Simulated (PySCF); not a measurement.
**A gas-phase reaction: BH3O + H3N → BH4N + H2O**

What reaction energy should one expect for `BO` + `N` → `BN` + `O`?

Programs: PySCF 2.14.0. All values are calculated, for the isolated system unless a continuum is named. Atoms count from 0, parts from 1.

## Step 1: Starting point

Each species was relaxed by itself at PBE0-D3(BJ)/def2-SVPD.

## Step 2: Reaction energy: wB97M-D3(BJ)/def2-TZVPD

What the job is given:

```
{"job": {"kind": "react", "xc": "wB97M-D3(BJ)", "basis": "def2-TZVPD"}, "charge": 0, "multiplicity": 1}
-1 BH3O charge 0 multiplicity 1
B     -0.413440    -0.038770     0.009170
O      0.865460    -0.468100     0.003140
H     -1.272710    -0.884170     0.022300
H     -0.663520     1.145820     0.001440
H      1.514670     0.240660    -0.007380

-1 H3N charge 0 multiplicity 1
N      0.006040     0.001100     0.284410
H      0.922390    -0.213420    -0.097890
H     -0.641270    -0.688540    -0.086060
H     -0.270910     0.903220    -0.091550

+1 BH4N charge 0 multiplicity 1
B      0.675340     0.069360    -0.029610
N     -0.704790    -0.070150     0.030280
H      1.369000    -0.899680     0.161010
H      1.146320     1.154140    -0.270440
H     -1.345580     0.696100    -0.118620
H     -1.162190    -0.948830     0.226820

+1 H2O charge 0 multiplicity 1
O     -0.001290     0.389360    -0.005030
H     -0.762230    -0.197210     0.002730
H      0.763550    -0.192120     0.002280
```

With the program's defaults for keys left out, this is: wB97M-D3(BJ)/def2-TZVPD reaction energy of separated species, gas phase.

The run is started by

```bash
$ OMP_NUM_THREADS=1 python cluster_run.py task.json out
```

One launch serves the whole session: the jobs run in the order shown.

**Question.** The jobs that follow are: PBE0-D3(BJ)/def2-TZVPD reaction energy of separated species, gas phase; MP2/def2-TZVPD reaction energy of separated species, gas phase. Predict: reaction energy (wB97M-D3(BJ)/def2-TZVPD); ΔH, ΔG at 298 K (xTB thermal terms). Thermal terms come from harmonic xTB runs on each species.

As calculated:

| quantity | value |
| --- | --- |
| reaction energy (wB97M-D3(BJ)/def2-TZVPD) | -0.94 kcal/mol |
| ΔH, ΔG at 298 K (xTB thermal terms) | -1.4, -1.1 kcal/mol |
| range of the reaction energy over the runs of this table | -1.46 to -0.91 kcal/mol |

The reaction is exothermic by 1.4 kcal/mol in the gas phase; dispersion gives -0.22, and xTB itself gave 3.12 for the electronic energy (xTB energies and thermal terms come from the earlier relaxation of each species, not shown). No barrier was sought. The reaction energy runs from -1.46 (PBE0-D3(BJ)/def2-TZVPD) to -0.91 kcal/mol (MP2/def2-TZVPD).
